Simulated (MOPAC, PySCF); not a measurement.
F4Si, SMILES `F[Si](F)(F)F`, neutral singlet in the gas phase. 

Cartesian coordinates (Å):
SMILES: [Si](F)(F)(F)F
```xyz
5

F      1.5178    -0.2409    -0.4549
Si     0.0000     0.0000     0.0000
F     -0.8941    -1.2569    -0.4353
F     -0.0596     0.1721     1.5923
F     -0.5641     1.3257    -0.7022
```
Charge 0, spin multiplicity 1.

All levels are single points at this geometry (PBE-D3(BJ)/def2-SVP); Pople sets use spherical d functions. Orbital energies aren't observables, and empty levels follow the basis.

PBE-D3(BJ)/def2-TZVP in PySCF gives HOMO (eV) = -10.57.

Q: Estimate the HOMO (eV) from each of these levels: B3LYP/3-21G in PySCF; B3LYP/6-311+G** in PySCF; PBE/6-31G* in PySCF; SVWN5/6-31G* in PySCF; PM6 in MOPAC.

A: 
| level | HOMO (eV) |
|---|---|
| B3LYP/3-21G in PySCF | -11.39 |
| B3LYP/6-311+G** in PySCF | -12.63 |
| PBE/6-31G* in PySCF | -9.98 |
| SVWN5/6-31G* in PySCF | -10.20 |
| PM6 in MOPAC | -15.26 |
